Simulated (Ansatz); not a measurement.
System: 2H WS2. Method: PBE0 (Ansatz, a first-principles code, PAW).

Numerical settings: plane-wave cutoff 460 eV, 9×9×2 k mesh (along the axes of the cell as run), Fermi–Dirac smearing 0.01 eV, no spin polarisation, scalar-relativistic PAW data made under PBE.

Cell (measured lattice):

```
CELL_PARAMETERS angstrom
     -1.57650     2.73058     0.00000
      3.15300     0.00000     0.00000
      0.00000     0.00000   -12.32300
ATOMIC_POSITIONS crystal
  W  0.33333 0.66667 0.25000
  W  0.66667 0.33333 0.75000
  S  0.33333 0.66667 0.87700
  S  0.66667 0.33333 0.37700
  S  0.66667 0.33333 0.12300
  S  0.33333 0.66667 0.62300
```

Problem. Give the computed band gap, smallest direct gap on the k points sampled and direct gap at Γ.

Solution. 
band gap: 2.15 eV
smallest direct gap on the k points sampled: 2.95 eV
direct gap at Γ: 3.68 eV

Note: cell and atoms aren't relaxed at this level (largest force component 0.23 eV/Å, pressure 0.5 GPa).

Spin–orbit coupling is not included.

It cost about 4 core-minutes (a rough figure) of CPU time.
